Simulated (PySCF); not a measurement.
# Ionisation energy of C by level of theory

C [He] 2s2 2p2 (3P) → C⁺ [He] 2s2 2p1 (2P), as a difference of total energies. Computed with PySCF 2.14 in pcseg-2 (4s3p2d1f, 30 functions), with no relativity, point nucleus. Correlated levels: valence: 1s2 frozen. The calculations carry no spin-orbit coupling.

```json
{"method": "UHF", "ionisation energy (eV)": "10.788", "error (eV)": "-0.474"}
{"method": "M06-L", "ionisation energy (eV)": "11.407", "error (eV)": "+0.145"}
{"method": "TPSS", "ionisation energy (eV)": "11.473", "error (eV)": "+0.211"}
{"method": "MP2 (valence)", "ionisation energy (eV)": "11.207", "error (eV)": "-0.055"}
{"method": "SCS-MP2 (valence)", "ionisation energy (eV)": "11.081", "error (eV)": "-0.181"}
{"method": "CCSD (valence)", "ionisation energy (eV)": "11.103", "error (eV)": "-0.159"}
{"method": "CCSD(T) (valence)", "ionisation energy (eV)": "11.124", "error (eV)": "-0.138"}
```

Reference: 11.262 eV (measured; NIST levels, between the centres of gravity of the two terms).

Errors of the correlated levels include the incompleteness of this basis and the frozen core.
